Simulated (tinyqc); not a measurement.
Inside a calculation. Method: harmonic frequencies on the RHF/sto-3g surface (energies and gradients from PySCF), for BH3, spin multiplicity 1. Computed by tinyqc, a small Python program that keeps every step (integrals from PySCF). Settings: charge = 0, multiplicity = 1, basis = sto-3g, delta = 0.002. Command: `OMP_NUM_THREADS=1 python tinyqc.py 24099 24100 out.jsonl` (the two numbers bound the seeds that draw the settings). One thread of a shared host (Intel(R) Xeon(R) Processor @ 2.60GHz), about 2 s of CPU time with the checks.

## One row of the Hessian: 1Bx

optimised positions (bohr):
```
          x        y        z
1B  -0.0265   0.0241  -0.0029
2H   2.1651  -0.0161   0.0166
3H  -1.0870   1.9414  -0.0656
4H  -1.1575  -1.8531   0.0406
```

gradient at +delta (hartree/bohr):
```
            x          y          z
1B   0.001309  -0.000013   0.000003
2H  -0.000744   0.000012  -0.000004
3H  -0.000275   0.000260  -0.000007
4H  -0.000289  -0.000259   0.000008
```

gradient at -delta (hartree/bohr):
```
            x          y          z
1B  -0.001291  -0.000013  -0.000014
2H   0.000725  -0.000010   0.000007
3H   0.000271  -0.000250   0.000010
4H   0.000296   0.000273  -0.000004
```

Displace 1Bx by +/-0.002 bohr; H(k, :) = (g(+) - g(-)) / (2 delta).

row of the Hessian (hartree/bohr^2): 1Bx 0.649920, 1By 0.000133, 1Bz 0.004104, 2Hx -0.367239, 2Hy 0.005519, 2Hz -0.002788, 3Hx -0.136491, 3Hy 0.127541, 3Hz -0.004286, 4Hx -0.146190, 4Hy -0.133193, 4Hz 0.002971

## Hessian by finite differences

All rows are made in the same way, and the matrix is symmetrised.

Hessian (symmetrised) (hartree/bohr^2), lower triangle:
```
           1Bx        1By        1Bz        2Hx        2Hy        2Hz        3Hx        3Hy
1Bx   0.649920
1By   0.000133   0.649544
1Bz   0.004104  -0.013825   0.158730
2Hx  -0.367238   0.005519  -0.002787   0.373384
2Hy   0.005518  -0.066032   0.000420  -0.005921   0.049998
2Hz  -0.002788   0.000420  -0.052802   0.003144  -0.000962   0.017640
3Hx  -0.136491   0.127541  -0.004287  -0.002717   0.024378  -0.000855   0.125656
3Hy   0.127541  -0.296529   0.007923  -0.004785   0.007665   0.000239  -0.136925   0.297460
3Hz  -0.004286   0.007921  -0.053031  -0.000035   0.000483   0.017576   0.004754  -0.009017
4Hx  -0.146190  -0.133193   0.002970  -0.003430  -0.023975   0.000499   0.013552   0.014168
4Hy  -0.133193  -0.286983   0.005483   0.005187   0.008369   0.000303  -0.014994  -0.008596
4Hz   0.002971   0.005484  -0.052897  -0.000322   0.000059   0.017586   0.000388   0.000855

           3Hz        4Hx        4Hy       4Hz
3Hz   0.017886
4Hx  -0.000432   0.136068
4Hy   0.000612   0.142999   0.287210
4Hz   0.017569  -0.003037  -0.006398  0.017742
```

## Normal modes

masses (u): 1B 11.0093, 2H 1.0078, 3H 1.0078, 4H 1.0078

Diagonalise H_ij / sqrt(m_i m_j); the 6 smallest eigenvalues belong to translations and rotations; wavenumber = sqrt(eigenvalue / 1822.888) x 219474.63; each mode has its largest component positive (the first on a tie); zero-point energy = sum of wavenumbers / 2, with 349.755 1/cm per kcal/mol.

eigenvalues of the mass-weighted Hessian (hartree/(bohr^2 u)): 0.0000  0.0000  0.0000  0.0000  0.0000  0.0000  0.0667  0.0833  0.0833  0.3651  0.4234  0.4234

harmonic wavenumbers of the vibrations (1/cm): 1328.0  1483.3  1483.3  3106.1  3344.9  3345.0

mass-weighted modes:
```
      mode 1   mode 2   mode 3   mode 4   mode 5   mode 6
1Bx   0.0039   0.1704  -0.2561   0.0000   0.1608  -0.3081
1By  -0.0131  -0.2560  -0.1704  -0.0001  -0.3080  -0.1608
1Bz  -0.4640   0.0086   0.0027   0.0000   0.0100   0.0020
2Hx  -0.0043   0.0649  -0.0686   0.5771  -0.3668   0.6719
2Hy   0.0144   0.6328   0.4402  -0.0106   0.0070  -0.0122
2Hz   0.5111  -0.0173  -0.0130   0.0051  -0.0033   0.0060
3Hx  -0.0043  -0.0103   0.6764  -0.2794  -0.3702   0.0092
3Hy   0.0144  -0.1120   0.3652   0.5052   0.6693  -0.0160
3Hz   0.5112   0.0031  -0.0046  -0.0165  -0.0219   0.0005
4Hx  -0.0043  -0.6179   0.2388  -0.2979   0.2056   0.3374
4Hy   0.0144   0.3253  -0.2422  -0.4944   0.3416   0.5596
4Hz   0.5111  -0.0143   0.0088   0.0114  -0.0079  -0.0129
```

zero-point energy = 20.1436 kcal/mol

Within a degenerate level the vectors are fixed only up to a rotation; this is one choice.
